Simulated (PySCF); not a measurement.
Oxygen: a sound run and one with changed settings

Sound run: O [He] 2s2 2p4, O⁺ [He] 2s2 2p3. Calculation: PySCF 2.14, in 6-31G* (3s2p1d, 14 functions); the non-relativistic Hamiltonian (point nucleus). In the sound run the correlated levels freeze 1s2. The sound run starts from symmetry-adapted Hartree-Fock orbitals and uses a fine grid where one is needed.

Changed run: all electrons correlated in a basis built for the valence shell.

| species | method | sound run (hartree) | changed run (hartree) | converged |
| --- | --- | --- | --- | --- |
| O | MP2 | -74.87816 | -74.87950 | yes |
| O | CCSD(T) | -74.89475 | -74.89596 | yes |
| O⁺ | MP2 | -74.40172 | -74.40290 | yes |
| O⁺ | CCSD(T) | -74.41769 | -74.41877 | yes |

Ionisation energy of O:

```
 method  sound run (eV)  changed run (eV)
    UHF          12.030            12.030
    MP2          12.965            12.969
SCS-MP2          12.965            12.967
   CCSD          12.973            12.977
CCSD(T)          12.981            12.985
```

A valence basis has no tight correlating functions, so it recovers only part of the core correlation, and not evenly between atom and ion.

For comparison, NIST gives 13.618 eV between the lowest levels.
